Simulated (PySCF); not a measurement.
**Spin-rotation constants: `[AlH3-][CH2][SiH3]`, [CH8AlSi]-, charge -1**

Molfile (atoms numbered from 1):
```
CH8AlSi
     RDKit          3D

 11 10  0  0  0  0  0  0  0  0999 V2000
    1.6460    0.6373    0.0037 Al  0  0  0  0  0  4  0  0  0  0  0  0
    0.1076   -0.7335   -0.1405 C   0  0  0  0  0  0  0  0  0  0  0  0
   -1.6445   -0.1295    0.0820 Si  0  0  0  0  0  4  0  0  0  0  0  0
    3.0302   -0.1678   -0.2326 H   0  0  0  0  0  0  0  0  0  0  0  0
    1.4605    1.7716   -1.1321 H   0  0  0  0  0  0  0  0  0  0  0  0
    1.6324    1.3028    1.4763 H   0  0  0  0  0  0  0  0  0  0  0  0
    0.2815   -1.5371    0.5936 H   0  0  0  0  0  0  0  0  0  0  0  0
    0.1689   -1.2314   -1.1219 H   0  0  0  0  0  0  0  0  0  0  0  0
   -2.0807    0.8597   -0.9190 H   0  0  0  0  0  0  0  0  0  0  0  0
   -1.9291    0.4422    1.4097 H   0  0  0  0  0  0  0  0  0  0  0  0
   -2.6675   -1.2115   -0.0452 H   0  0  0  0  0  0  0  0  0  0  0  0
  1  2  1  0
  2  3  1  0
  1  4  1  0
  1  5  1  0
  1  6  1  0
  2  7  1  0
  2  8  1  0
  3  9  1  0
  3 10  1  0
  3 11  1  0
M  CHG  1   1  -1
M  END
```

Level of theory: GIAO B3LYP/aug-pcSseg-1 magnetisability, rotational g tensor and spin-rotation constants, non-relativistic, gas phase in PySCF 2.14.0. Geometry: GFN2-xTB.

For an ion the centre-of-mass motion in the field is neglected.

Task: Give the nuclear spin-rotation constants along the inertial axes (H = +C I·J) beside the isotropic shieldings.

Result: Rotational constants 17.8925, 2.5880, 2.4334 GHz. A star marks the isotopologue with that one atom substituted, in its own axes.
| atom | isotope | Caa (kHz) | Cbb (kHz) | Ccc (kHz) | mean (kHz) | σ (ppm) |
| --- | --- | --- | --- | --- | --- | --- |
| Al1 | 27Al | 9.283 | 1.430 | 1.386 | 4.033 | 449.7 |
| H4 | 1H | -0.116 | -0.019 | -0.131 | -0.089 | 27.9 |
| H5 | 1H | -0.969 | -0.066 | 0.023 | -0.337 | 28.0 |
| H6 | 1H | -0.969 | -0.067 | 0.024 | -0.337 | 28.0 |
| H7 | 1H | -1.797 | -0.145 | -0.087 | -0.676 | 32.9 |
| H8 | 1H | -1.798 | -0.145 | -0.087 | -0.677 | 32.9 |
| H9 | 1H | -1.472 | -0.083 | 0.035 | -0.507 | 28.1 |
| H10 | 1H | -1.471 | -0.084 | 0.035 | -0.507 | 28.1 |
| H11 | 1H | 0.088 | -0.068 | -0.165 | -0.048 | 27.6 |
| C2 | 13C* | 2.274 | 0.285 | 0.182 | 0.914 | 196.9 |
| Si3 | 29Si* | -9.282 | -1.412 | -1.467 | -4.054 | 413.7 |

For the geometry as given, no vibrational averaging.

Task: How do the rotational constants and the g tensor change when H4, H5, H6, H7, H8, H9, H10, H11 are replaced by deuterium?

Result: Constants 10.8569, 2.1639, 2.0342 GHz; g -0.1323, -0.0487, -0.0468, against -0.2179, -0.0582, -0.0560 before.
